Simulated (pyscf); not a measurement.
Routes from `[CH3][Si]([OH])([OH])[OH]` + `[H]` [doublet]

Candidate steps break at most two bonds and form at most two. Each was searched with GFN2-xTB (tblite) first. Single points on ωB97X-D3(BJ)/def2-SVP structures (PySCF, gas phase). Energies: ωB97M-D3(BJ)/def2-TZVP, eV, from the separated reactants, doublet surface; ΔG‡ with ideal gas, 1 atm, RRHO with modes under 100 cm⁻¹ raised to 100, one conformer, R ln 2 for chiral ones without a mode under 150 cm⁻¹.

```csv
products,type,ΔE‡,ΔE,ΔG‡ 298 K,ΔG‡ 900 K,ν‡ (cm⁻¹)
H₃C–Si(O•)(OH)–OH + H₂,hydrogen abstraction,0.88,+0.71,1.09,1.71,911i
CH₄ + HO–Si•(OH)–OH,substitution at C,1.55,-0.40,1.86,2.46,1457i
```

Plain bond fissions and candidates not yet searched are not listed, and one of them may be faster. Each barrier is that of the saddle found; lower ones may exist.
